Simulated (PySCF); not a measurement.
Identify the compound

Molecular formula: C₆H₄O₂. Simulated spectra:

$^{1}$H NMR (300 MHz, computed): δ 6.45 (s, 4H).

$^{13}$C{$^{1}$H} NMR (computed): δ 185.6 (C, 2C), 135.1 (CH, 4C).

One conformer, relativity neglected, gas phase, equivalent nuclei averaged. Shieldings: GIAO KT2/pcSseg-2; PBE0-D3(BJ)/def2-SVP geometry; couplings computed with B3LYP/pcJ-1 (without the spin–dipole term); PySCF.

δ = σ(ref) − σ, references computed at the same level: $^{1}$H, $^{13}$C vs TMS.

Problem. Deduce the structure.

Solution. 
1. Rings plus π bonds: 5 (1 ring in the answer).
2. 2 carbon signals for 6 carbons: some carbons are equivalent by symmetry or fast rotation.
3. Carbon types of the structure: 2 × C, 4 × CH, which accounts for all hydrogens.
4. δC 185.6: ketone carbonyl carbon; the double bond to the heteroatom, with no lone-pair donor beside it, deshields it most.
5. δC 135.1: β carbon of a C=C–C=O unit; conjugation with the carbonyl draws π density from the β position.
6. δH 6.45: hydrogen on a β carbon of a C=C–C=O unit; attached to an sp2 carbon and in the plane of the double bond.

Structure: SMILES O=C1C=CC(=O)C=C1.

The shifts were computed for this structure.

Shifts are as computed. Against solution values, carbons near 30 ppm lie about +3 ppm off and those near 130 ppm about -1 ppm. Of 1211 compounds with measured shifts, 218 miss one by over three times the rms of a fit or turn the order of signals round; such compounds aren't used in these exercises.
